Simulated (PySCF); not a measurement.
Gas-phase reaction: 3 SiH2Cl + SiCl2 + Cl ⇌ 2 H3SiSiCl3

Energies from PySCF, thermal terms from the rigid-rotor harmonic-oscillator model, ideal gas at 1 bar. † marks an energy on the PBE0/def2-TZVP geometry and frequencies; other levels use their own. MP2 and CCSD(T) freeze the core. 6-31G* has spherical d functions here. Open shells (unrestricted): SiH2Cl (multiplicity 2), Cl (multiplicity 2); the rest are closed-shell singlets. Spin-orbit splitting is ignored; it lowers the true energy and changes the entropy of Cl. SiH2Cl, H3SiSiCl3: computed as isolated molecules; such fragments, hydroxides, amides, oligomers or adducts are transient or little studied in the gas. MP2 isn't extrapolated to the basis-set limit. CCSD(T) isn't extrapolated to the basis-set limit.

CCSD(T)/def2-SVP† gives ΔH°(298 K) = -869 kJ.

Problem. What do HF/6-31G*, MP2/def2-TZVPP†, HF/def2-TZVP† give?

Solution. HF/6-31G*: -688 kJ; MP2/def2-TZVPP†: -957 kJ; HF/def2-TZVP†: -701 kJ. For scale, ΔH°(298 K) is -869 kJ at this level, -943 kJ at ωB97M-V/def2-TZVP†, and runs from -1039 to -688 kJ over the 19 levels computed.
